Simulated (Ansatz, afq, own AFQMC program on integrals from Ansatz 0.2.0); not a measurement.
AFQMC on a folder of integrals that Ansatz 0.2.0 wrote.

```yaml
crystal:
  periodic: [false, false, false]
  atoms:
    - {symbol: Si, position_ang: [0.000000, 0.017513, 0.953417]}
    - {symbol: Si, position_ang: [0.000000, -0.070682, -1.048642]}
    - {symbol: H, position_ang: [0.000000, 1.210627, 1.849425]}
    - {symbol: H, position_ang: [0.000000, -1.186043, 1.833407]}
    - {symbol: H, position_ang: [0.000000, 1.456930, -1.029457]}
basis:
  gaussian: {orbitals: cc-pVDZ}
magnetization: {spin_polarized: true, initial_magnetization: 1}
correlation: {method: ccsd_t, electrons: outside_noble_gas, hamiltonian_folder: ham}
```

```sh
$ ansatz run in.yaml --threads 1 --pin off --events-out ev --progress --plain --max-ram 1382MiB
```

Options of the walk:

```
--method phaseless --trial cisd --walkers 60 --populations 1 --least-time 40 --time-step 0.005 --steps-per-block 50 --equilibration-blocks 28 --max-blocks 300 --target-error 0.0004 --factor-cut 1e-05 --start spin_pure --seed 1402 --release-times 0.24,0.51,0.99,1.62,2.4 --release-step 0.03 --release-every 4 --taylor-order 6
```

Times are imaginary, in 1/Eh. The walk had a cap of 1706 s.

Log:

```
orbitals 41  electrons 6 5  factors 315 of 497
reference energy -579.48685356 Eh
CCSD correlation -0.21294132 Eh in 10 cycles, weight of the determinant in the CISD state 0.8645
energy of the start -579.699427 Eh
 block  time / (1/Eh)  mean weight  energy / Eh
     1     0.250  0.9981  -579.695781
     2     0.500  0.9985  -579.696291
     3     0.750  1.0009  -579.696983
     4     1.000  0.9985  -579.700083
     5     1.250  0.9972  -579.699301
    10     2.500  1.0006  -579.704883
    37     9.250  1.0000  -579.706855
    67    16.750  0.9998  -579.706452
    73    18.250  1.0007  -579.713842
    97    24.250  1.0006  -579.708106
   127    31.750  0.9981  -579.713519
   157    39.250  1.0016  -579.707016
   187    46.750  1.0000  -579.702450
   217    54.250  0.9999  -579.701897
   241    60.250  1.0005  -579.701715
   247    61.750  0.9996  -579.712016
blocks merged  error / Eh  count
     1  0.000242  220
     2  0.000299  110
     4  0.000350  55
     8  0.000386  27
    16  0.000303  13
released: time / (1/Eh)  energy / Eh  error  mean overlap
  0.24  -579.706317  0.000329  1.0041
  0.51  -579.706523  0.000281  1.0071
  0.99  -579.706917  0.000336  1.0148
  1.62  -579.707206  0.000421  1.0161
  2.40  -579.707115  0.000625  1.0312
energy -579.706673 +/- 0.000386 Eh
(rows thinned)
```

The run passed its tests (sampling time, drift between the halves within three errors, error under three times the target), which doesn't prove that it has relaxed.

Against this walk (error 10.5 meV) on the same determinant: CCSD(T) 12.4 meV higher (within the noise). The error is statistical and leaves out the bias of the constraint. Released to 2.40 1/Eh the energy moves by -12 ± 20 meV (both errors), within twice the noise.

Cautions: constraint bias not in the error.

The walk took 3.6 min on 1 thread of AMD EPYC 9R45 96-Core Processor (Zen 5), on a shared host. The log's last line is the phaseless energy.

A walk keeps the symmetry of its determinant, which the program's search chose and which needn't be the lowest solution, so a lower state of the same spin and another symmetry isn't excluded.
